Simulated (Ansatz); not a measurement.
input.yaml

```yaml
crystal:
  periodic: [false, false, false]
  atoms:
    - { symbol: H, position_ang: [-1.2117, -1.29, -1.2911] }
    - { symbol: S, position_ang: [0.4988, -1.6897, -0.9096] }
    - { symbol: C, position_ang: [-0.188, -0.3163, -0.2598] }
    - { symbol: C, position_ang: [0.4533, 0.6814, 0.6222] }
    - { symbol: O, position_ang: [-1.408, -0.2067, -0.6496] }
    - { symbol: H, position_ang: [-0.2963, 1.1738, 1.2388] }
    - { symbol: H, position_ang: [0.9414, 1.4382, 0.0056] }
    - { symbol: H, position_ang: [1.2105, 0.2094, 1.2434] }
basis:
  gaussian: { orbitals: def2-mTZVP }
hamiltonian:
  xc: pbe
relax:
  f_tol: 0.15
  max_steps: 25
  restrain:
    - { distance: [4, 0], at: 0.97, k: 30.0 }
    - { distance: [1, 0], at: 2.66, k: 30.0 }
output:
  orbitals: {}
```

Command:

```bash
$ ansatz run input.yaml --threads 2 --pin off --max-ram 3072MiB --backend cpu --events-out ev --progress --plain --runs-dir out
```

Hardware: 2 threads of INTEL(R) XEON(R) PLATINUM 8581C CPU @ 2.30GHz (Emerald Rapids), on a shared host.

Q: Roughly how long does this run take, and how much memory?

A: 6.8 s, with a peak of 0.19 GiB, for 7 ionic steps.
